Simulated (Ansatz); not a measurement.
**Hydrogen chloride (HCl): taking an electron away**

One table from this session's results is given with a row withheld; the runs are named, their logs left out.

Program: Ansatz 0.2.0, Gaussian basis. Level of theory: unrestricted cation, the program's frozen cores in correlated methods. These are calculated values, not measurements.

Levels to be run: UKS PBE-D4/def2-TZVPP; UKS r2SCAN-D4/def2-TZVPP; UKS PBE0-D4/def2-TZVPP; UKS B3LYP-D4/def2-TZVPP; UKS wB97X-V/def2-TZVPP; UKS wB97M-V/def2-TZVPP; UKS B2PLYP/def2-TZVPP; UHF-CCSD(T)/def2-TZVPP; UHF-CCSD(T)/def2-QZVPP; extrapolation to the limit; then −ε(HOMO) from the neutral's earlier runs with LDA (SPW92), PBE-D4, revPBE-D4, BLYP-D4, r2SCAN-D4, B97M-V, PBE0-D4, B3LYP-D4, r2SCANh-D4, r2SCAN0-D4, HSE06-D4, BHLYP-D4, CAM-B3LYP-D4, LC-ωPBE, ωB97X-V, ωB97M-V.

### The geometry

All runs share one geometry, relaxed beforehand with PBE0-D4 in a triple-zeta def2 set.

SMILES `Cl`, 2 atoms, charge 0, spin multiplicity 1.

Atoms are counted from 1 here; the program's logs count them from 0.

Bond lengths: Cl1–H2 1.279 Å.

As a file:

```
Cl    0.5460   -0.1785    0.2808
H    -0.5460    0.1785   -0.2808
```

Set-up of the first run:

Input file in.yaml:

```yaml
crystal:
  periodic: [false, false, false]
  atoms:
    - {symbol: Cl, position_ang: [0.546044, -0.178533, 0.280779]}
    - {symbol: H, position_ang: [-0.546044, 0.178533, -0.280779]}
basis:
  gaussian: {orbitals: def2-TZVPP}
total_charge: 1
magnetization: {spin_polarized: true, initial_magnetization: 1}
hamiltonian: {xc: pbe, dispersion: d4}
```

Among the steps run: Cation, UKS PBE-D4/def2-TZVPP; Cation, UKS r2SCAN-D4/def2-TZVPP; Cation, UKS PBE0-D4/def2-TZVPP; Cation, UKS B3LYP-D4/def2-TZVPP; Cation, UKS wB97X-V/def2-TZVPP; Cation, UKS wB97M-V/def2-TZVPP; Cation, UKS B2PLYP (frozen core)/def2-TZVPP; Cation, UHF-CCSD(T)/def2-TZVPP; Cation, UHF-CCSD(T)/def2-QZVPP.

One table of the session follows, with a row left open; its other results are not shown here.

For comparison, −ε(HOMO) of the neutral from earlier runs:

| functional | −ε(HOMO) (eV) |
| --- | --- |
| LDA (SPW92) | 8.03 |
| PBE-D4 | 7.92 |
| revPBE-D4 | 7.88 |
| BLYP-D4 | ? |
| r2SCAN-D4 | 8.30 |
| B97M-V | 8.37 |
| PBE0-D4 | 9.42 |
| B3LYP-D4 | 9.12 |
| r2SCANh-D4 | 8.84 |
| r2SCAN0-D4 | 9.66 |
| HSE06-D4 | 9.01 |
| BHLYP-D4 | 10.75 |
| CAM-B3LYP-D4 | 10.85 |
| LC-ωPBE | 12.36 |
| ωB97X-V | 11.93 |
| ωB97M-V | 11.75 |

Estimate the missing values for BLYP-D4.

Worked estimate for «−ε(HOMO) (eV)». Against the share of exact exchange, B3LYP-D4 (0.2, 9.12), BHLYP-D4 (0.5, 10.75) give a slope of 5.43 per unit share; at 0 the line stands at 8.03.

As computed: −ε(HOMO) (eV): 7.76. In «−ε(HOMO) (eV)» the line misses by +0.27.
